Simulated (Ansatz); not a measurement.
**BH₃OS: a reaction path by the nudged elastic band**

Aim: the minimum-energy path between two given structures and its highest point. Both ends were relaxed at PBE0-D4 in triple zeta.

Computed with Ansatz 0.2.0, Gaussian basis. Level: PBE0-D4/def2-SVP.

16 further runs of the same task are left out: 16 set aside as unsound or not needed.

## 1. The system as given

The first end: 6 atoms, charge 0, spin multiplicity 1.

Atoms are counted from 1 here; the program's logs count them from 0.

Bond lengths: B1–S2 1.813 Å, B1–O3 1.351 Å, B1–H5 1.193 Å, S2–H6 1.340 Å, O3–H4 0.961 Å. Angles: S2–B1–O3 121.4°, S2–B1–H5 120.6°, O3–B1–H5 118.0°, B1–S2–H6 96.0°, B1–O3–H4 115.3°.

Geometry (Å):

```
atom    x (Å)    y (Å)    z (Å)
  B1  -0.2049   0.3296  -0.0972
  S2   0.7654  -0.8807   0.8409
  O3  -0.5668   0.0999  -1.3785
  H4  -0.2738  -0.7395  -1.7440
  H5  -0.5432   1.3573   0.4050
  H6   0.8235  -0.1665   1.9737
```

The second end:

```
B    -0.83083    1.16487   -0.63880
S     1.37354   -0.86334    0.77176
O    -1.26657    0.30705   -1.35728
H     0.78521   -1.30403   -0.35164
H    -0.44556    2.04169    0.03680
H     0.38431   -1.34614    1.53907
```

## 2. The band at PBE0-D4/def2-SVP

File neb/in.yaml:

```yaml
crystal:
  periodic: [false, false, false]
  atoms:
    - {symbol: B, position_ang: [-0.204950, 0.329602, -0.097219]}
    - {symbol: S, position_ang: [0.765369, -0.880710, 0.840910]}
    - {symbol: O, position_ang: [-0.566799, 0.099893, -1.378499]}
    - {symbol: H, position_ang: [-0.273833, -0.739506, -1.743986]}
    - {symbol: H, position_ang: [-0.543188, 1.357323, 0.405007]}
    - {symbol: H, position_ang: [0.823501, -0.166502, 1.973686]}
basis:
  gaussian: {orbitals: def2-SVP}
hamiltonian: {xc: pbe0, dispersion: d4}
neb:
  images: 5
  climbing: true
  max_iterations: 40
  initial_path: idpp
  final_atoms:
    - {symbol: B, position_ang: [-0.830826, 1.164869, -0.638805]}
    - {symbol: S, position_ang: [1.373536, -0.863342, 0.771761]}
    - {symbol: O, position_ang: [-1.266573, 0.307049, -1.357277]}
    - {symbol: H, position_ang: [0.785214, -1.304027, -0.351641]}
    - {symbol: H, position_ang: [-0.445562, 2.041688, 0.036795]}
    - {symbol: H, position_ang: [0.384311, -1.346136, 1.539067]}
```

Command:

```console
$ ansatz run in.yaml --threads 2 --pin off --events-out ev --progress --plain --max-ram 4352MiB
```

The log of the run (excerpt; [...] marks lines left out):

```text
Functional definition: PBE0
  name "PBE0"
  cite "Adamo & Barone, J. Chem. Phys. 110, 6158 (1999) doi:10.1063/1.478522"
  cite "Perdew, Burke & Ernzerhof, Phys. Rev. Lett. 77, 3865 (1996) doi:10.1103/PhysRevLett.77.3865"
  parent pbe
[...]
642 factors; integrals over basis functions are off by at most 2.7e-4 eV
[...]
mean field -13597.14900363 eV, -499.6860094049 hartree, gradient 2.5e-5 eV, S^2 0.000000; 0 other end points of the search recorded, 0 dependent functions left out
[...]
reference -13597.14902334 eV, -499.6860101291 hartree; 16, 16 occupied and 45, 45 virtual orbitals, 642 factors
[... from here to the last solve, the lines of the solves are left out (136 solves) ...]
WARN: NEB end point (image 0): max|allowed force component| = 2.833e-1 eV/Å (the criterion of neb.relax_end_points is 1.000e-2). That is over neb.f_tol: it is no minimum, so the barrier can be far off. Relax it first
WARN: NEB end point (image 6): max|allowed force component| = 2.458e-1 eV/Å (the criterion of neb.relax_end_points is 1.000e-2). That is over neb.f_tol: it is no minimum, so the barrier can be far off. Relax it first
NEB iter   1: max|band force component| = 4.378e0 eV/Å  barrier→ = 4.7738 eV  barrier← = 3.4433 eV  Δτ_max = 0.2000 Å  (170 SCF iters)
[...]
NEB iter   6: max|band force component| = 1.836e0 eV/Å  barrier→ = 1.9229 eV  barrier← = 0.5923 eV  Δτ_max = 0.1944 Å  (135 SCF iters)
[...]
NEB iter  11: max|band force component| = 6.212e-1 eV/Å  barrier→ = 2.0307 eV  barrier← = 0.7002 eV  Δτ_max = 0.1236 Å  (127 SCF iters)
[...]
NEB iter  16: max|band force component| = 1.964e-1 eV/Å  barrier→ = 2.1038 eV  barrier← = 0.7732 eV  CI = image 4  Δτ_max = 0.0516 Å  (123 SCF iters)
[...]
NEB iter  19: max|band force component| = 6.159e-2 eV/Å  barrier→ = 2.0887 eV  barrier← = 0.7581 eV  CI = image 4  Δτ_max = 0.0088 Å  (115 SCF iters)
[...]
NEB iter  20: max|band force component| = 1.788e-2 eV/Å  barrier→ = 2.0884 eV  barrier← = 0.7579 eV  CI = image 4  Δτ_max = 0.0000 Å  (865 SCF iters)
Total energy: -13595.13104363 eV, -499.6118507426 hartree
Atom 0 at    -0.324886     0.770964    -0.267843 Å, force    -0.003156     0.002451     0.000373 eV/Å
Atom 1 at     1.146847    -0.706632     0.316501 Å, force     0.000557    -0.008412    -0.000881 eV/Å
Atom 2 at    -1.026713     0.051037    -1.031736 Å, force    -0.003025    -0.004685    -0.006895 eV/Å
Atom 3 at    -0.034684    -0.904641    -0.625670 Å, force     0.001732     0.012252     0.003849 eV/Å
Atom 4 at    -0.196656     1.868239     0.203810 Å, force     0.000272     0.001870    -0.001322 eV/Å
Atom 5 at     0.436191    -1.078868     1.404838 Å, force     0.003620    -0.003476     0.004876 eV/Å
Dipole moment:     0.204227    -0.075640     0.394847 e Å
```

It took 88 s on 2 threads of Arm Neoverse V2, shared host.

The last band:

```
image  path (Å)  energy (kJ/mol)  S2–H4 (Å)  B1–S2 (Å)  O3–H4 (Å)
    0      0.00              0.0       2.79       1.81       0.96
    1      0.62             14.2       2.67       1.83       0.97
    2      1.24             36.8       2.61       1.87       0.97
    3      1.86             67.2       2.19       1.91       0.99
    4      2.49            201.5       1.52       2.17       1.44
    5      3.18            137.7       1.36       2.81       2.13
    6      3.88            128.4       1.34       3.31       2.80
```

The highest image, 4:

```
B    -0.3249    0.7710   -0.2678
S     1.1468   -0.7066    0.3165
O    -1.0267    0.0510   -1.0317
H    -0.0347   -0.9046   -0.6257
H    -0.1967    1.8682    0.2038
H     0.4362   -1.0789    1.4048
```

## 3. What came out

| quantity | value |
| --- | --- |
| PBE0-D4/def2-SVP, 20 iterations | highest 201.5 kJ/mol (image 4), last end +128.4 kJ/mol |
| from earlier runs: barrier over the separately found saddle, CCSD(T)/def2-TZVPP | 211.4 kJ/mol |

What this shows: The highest image lies 201.5 kJ/mol above the first end, and it climbed, so it estimates the saddle. The ends are not quite minima at this level (largest force component 0.28 eV/Å), so the heights are unreliable: relaxing the first end would lower it and raise the barrier above it. The highest image is 9.9 kJ/mol below the CCSD(T) barrier in triple zeta, which comes from separate runs on the saddle.
